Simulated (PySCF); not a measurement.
## How the method changes the constants of LiF

State: ¹Σ⁺ (singlet), closed shell. Set-up: basis Li jorge-DZP-DKH, F jorge-DZP-DKH; spin-free X2C with a Gaussian nucleus; PySCF 2.14. De refers to Li + F in their high-spin ground configurations, without counterpoise correction. A positive dipole means Li(−)F(+).

```
      Level  Re (Å)  ωe (cm⁻¹)  De (eV)  μ (D)
        RHF   1.603        906     3.65  -6.94
    RHF-MP2   1.623        874     5.52    n/a
RHF-SCS-MP2   1.621        876     5.37    n/a
   RHF-CCSD   1.619        881     5.22    n/a
RHF-CCSD(T)   1.620        877     5.27    n/a
        LDA   1.596        896     6.46  -6.29
        PBE   1.616        870     5.76  -6.34
     r²SCAN   1.614        875     5.59  -6.57
    r²SCANh   1.610        882     5.49  -6.62
       PBE0   1.606        889     5.42  -6.56
      HSE06   1.606        889     5.43  -6.55
  BHandHLYP   1.593        915     5.25  -6.64
```

(1) Which functional lies closest to RHF-CCSD(T) in De, which farthest, and by how much do they differ from it?

(2) What does a quarter of exact exchange do here, going from PBE to PBE0?

(3) What does the step from GGA to meta-GGA do here, going from PBE to r²SCAN?

Correlated steps freeze 1 core orbital. Correlated levels converge slowly with the basis: in double zeta they bind strong bonds too weakly, by up to about 1 eV, and carry superposition errors of some tenths. Where the molecule has an RHF reference, its open-shell atoms are computed with UHF.

## Answers

(1) Closest is BHandHLYP (-2.7 pm in Re, +4.3 % in ωe, -0.02 eV in De against RHF-CCSD(T) in the same basis), farthest LDA (-2.4 pm in Re, +2.2 % in ωe, +1.19 eV in De). CCSD(T) converges more slowly with the basis than the functionals do and binds too weakly in this one, so the order can change at the basis-set limit.

(2) PBE0 less PBE: -1.0 pm in Re, +2.2 % in ωe, -0.34 eV in De. Exact exchange removes part of the self-interaction that spreads semilocal densities, and in most molecules shortens and stiffens the bond and lowers De; so it does here.

(3) r²SCAN less PBE: -0.2 pm in Re, +0.6 % in ωe, -0.17 eV in De.
